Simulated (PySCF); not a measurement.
Species: C₅H₅Cl.
Numbering: `[CH2:1]=[CH:2][C:3]#[C:4][CH2:5][Cl:6]` (hydrogens: H7, H8 on C1; H9 on C2; H10, H11 on C5)

Cartesian coordinates in Å at the GFN2-xTB level; atoms count from 1:
```xyz
11
C5H5Cl angstrom
C      2.556   -0.114    0.051
C      1.473   -0.094    0.819
C      0.160   -0.017    0.313
C     -0.953    0.046   -0.146
C     -2.306    0.124   -0.622
Cl    -3.466    0.129    0.763
H      2.487   -0.070   -1.023
H      3.544   -0.175    0.475
H      1.546   -0.137    1.899
H     -2.559   -0.740   -1.240
H     -2.475    1.050   -1.175
```

Level of theory: TDDFT PBE0/def2-SVPD, vertical, gas phase, core orbitals frozen in the response (PySCF 2.14.0, density-fitted response routines).

Ground-to-excited transition dipoles (e·a0, same axes as the geometry; the sign carries no meaning), for the states with f of 0.002 or more among the lowest 4:

```csv
state,E (eV),μx,μy,μz
S3,5.535,1.257,-0.052,-0.052
S4,6.519,1.518,-0.068,0.028
```

Question: Work out the oscillator strengths.

Answer: f = (2/3) ΔE |μ|² with ΔE in hartree (27.2114 eV).

```tsv
state	|μ|² (au)	|μ| (D)	f
S3	1.584	3.20	0.215
S4	2.310	3.86	0.369
```

Question: The point group is Cs. Which irreducible representation does each state belong to?

Answer: Polarised in the mirror plane, so A′: S3 and S4.

Question: What angle do the transition dipoles of S3 and S4 make?

Answer: |cos θ| = |μa·μb| / (|μa| |μb|) = 1.00, so θ ≈ 3° (taken between 0 and 90°, since the signs are arbitrary).

Question: How is the summed strength of these states shared among x, y and z?

Answer: (2/3) Σ ΔE μα² gives 0.582 for x, 0.001 for y and 0.000 for z, 0.584 in all.

Question: What peak molar absorption coefficient would the strongest computed level give as a lone Gaussian band 0.4 eV wide at half height?

Answer: ε(max) = 2.175×10⁸ f / FWHM, with the width in cm⁻¹. S4: 2.175×10⁸ × 0.3689 / 3226 ≈ 25000 L mol⁻¹ cm⁻¹.

Cost: about 50 s of CPU time on one thread (with the writing of density and orbital grids); the machine was shared, so the figure is rough.
